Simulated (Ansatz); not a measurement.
# C₄H₆O: basis-set convergence

The task here is to estimate one member of a computed series from the others.

Program: Ansatz 0.2.0, Gaussian basis. Level of theory: one geometry, several basis sets. These are calculated values, not measurements.

The runs, in order: PBE0-D4/def2-SVP; ωB97M-V/def2-SVP; PBE0-D4/def2-QZVPP; ωB97M-V/def2-QZVPP; the functionals' def2-TZVPP values are taken from earlier runs.

### The geometry

The geometry comes from an earlier relaxation with PBE0-D4 in a triple-zeta def2 set; it is a stationary point, not always the lowest conformer.

11 atoms, charge 0, spin multiplicity 1.

Atoms are counted from 1 here; the program's logs count them from 0.

Bond lengths: C1–C2 1.334 Å, C1–H6 1.085 Å, C1–H7 1.083 Å, C2–C3 1.442 Å, C2–H8 1.089 Å, C3–C4 1.334 Å, C3–H9 1.086 Å, C4–O5 1.353 Å, C4–H10 1.088 Å, O5–H11 0.959 Å. Angles: C2–C1–H6 121.4°, C2–C1–H7 121.4°, H6–C1–H7 117.2°, C1–C2–C3 125.0°, C1–C2–H8 118.7°, C3–C2–H8 116.2°, C2–C3–C4 122.3°, C2–C3–H9 118.8°, C4–C3–H9 118.9°, C3–C4–O5 122.2°, C3–C4–H10 121.3°, O5–C4–H10 116.5°, C4–O5–H11 109.7°.

Set-up of the first run:

Input file in.yaml:

```yaml
crystal:
  periodic: [false, false, false]
  atoms:
    - {symbol: C, position_ang: [-1.016844, 1.510673, 1.223760]}
    - {symbol: C, position_ang: [-0.641316, 0.327460, 0.735451]}
    - {symbol: C, position_ang: [0.313610, 0.136290, -0.328055]}
    - {symbol: C, position_ang: [0.650161, -1.074530, -0.774908]}
    - {symbol: O, position_ang: [1.546499, -1.251386, -1.772855]}
    - {symbol: H, position_ang: [-0.609661, 2.437870, 0.834156]}
    - {symbol: H, position_ang: [-1.740525, 1.586596, 2.025368]}
    - {symbol: H, position_ang: [-1.077514, -0.576008, 1.158682]}
    - {symbol: H, position_ang: [0.774615, 1.009626, -0.780603]}
    - {symbol: H, position_ang: [0.213008, -1.975942, -0.350385]}
    - {symbol: H, position_ang: [1.653369, -2.187749, -1.949812]}
basis:
  gaussian: {orbitals: def2-SVP}
hamiltonian: {xc: pbe0, dispersion: d4}
output: {orbitals: {seedname: orbitals}}
```

Command:

```console
$ ansatz run in.yaml --threads 4 --pin off --events-out ev --progress --plain --max-ram 10444MiB
```

Steps of the session up to this table: PBE0-D4 in def2-SVP; ωB97M-V in def2-SVP; PBE0-D4 in def2-QZVPP; ωB97M-V in def2-QZVPP.

One of the session's tables, all rows but one given; the rest of the session is left out.

It belongs to the step «Density functionals: the series». 

| functional | basis | HOMO (eV) | LUMO (eV) |
| --- | --- | --- | --- |
| PBE0-D4 | def2-SVP | -5.90 | -0.13 |
| PBE0-D4 | def2-TZVPP | ? | ? |
| PBE0-D4 | def2-QZVPP | -6.05 | -0.36 |
| ωB97M-V | def2-SVP | -7.96 | 1.99 |
| ωB97M-V | def2-TZVPP | -8.10 | 1.75 |
| ωB97M-V | def2-QZVPP | -8.13 | 1.45 |

Q: Estimate the row for PBE0-D4, def2-TZVPP from the others.

The run gave: HOMO (eV): -6.02; LUMO (eV): -0.30. In the column «HOMO (eV)» it lies between PBE0-D4, def2-QZVPP (-6.05) and PBE0-D4, def2-SVP (-5.90).
